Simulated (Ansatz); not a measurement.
Geometry optimisation, Ansatz, UKS B3LYP-D4/STO-3G.

The input (input.yaml):

```yaml
crystal:
  periodic: [false, false, false]
  atoms:
    - { symbol: S, position_ang: [-1.4419, 0.1365, -0.2467] }
    - { symbol: Si, position_ang: [0.6483, 0.146, -0.3413] }
    - { symbol: Cl, position_ang: [1.25561, -1.50614, -1.36406] }
    - { symbol: H, position_ang: [-1.6014, -1.1161, -0.4823] }
    - { symbol: H, position_ang: [1.0342, 1.33977, -1.12696] }
magnetization:
  spin_polarized: true
  initial_magnetization: 1
basis:
  gaussian: { orbitals: STO-3G }
hamiltonian:
  xc: b3lyp
  dispersion: d4
relax:
  f_tol: 0.015
  max_steps: 40
```

Launched with:

```bash
$ ansatz run input.yaml --threads 1 --pin off --max-ram 2048MiB --backend cpu --events-out ev --progress --plain --runs-dir out
```

Where does it end, and by what steps?

It converged. Limits of this set-up: minimal basis. After 8 steps the energy has fallen by 0.310 eV; H4 moved furthest, 0.32 Å.

| step | energy less start (eV) | largest force component (eV/Å) | accepted |
| --- | --- | --- | --- |
| 0 | 0.0000 | 2.965 | yes |
| 1 | -0.2685 | 0.728 | yes |
| 2 | -0.2288 | 0.842 | no |
| 3 | -0.2968 | 0.410 | yes |
| 4 | -0.3088 | 0.195 | yes |
| 5 | -0.3098 | 0.119 | yes |
| 6 | -0.3102 | 0.056 | yes |
| 7 | -0.3103 | 0.023 | yes |
| 8 | -0.3104 | 0.004 | yes |

```xyz
5
Properties=species:S:1:pos:R:3
S -1.495 0.176 -0.513
Si 0.623 0.115 -0.324
Cl 1.380 -1.482 -1.528
H -1.686 -1.130 -0.177
H 1.074 1.321 -1.020
```

Run time: 18 s on 1 thread of Intel(R) Xeon(R) Platinum 8375C CPU @ 2.90GHz (Ice Lake), on a shared host, peak memory 0.15 GiB.
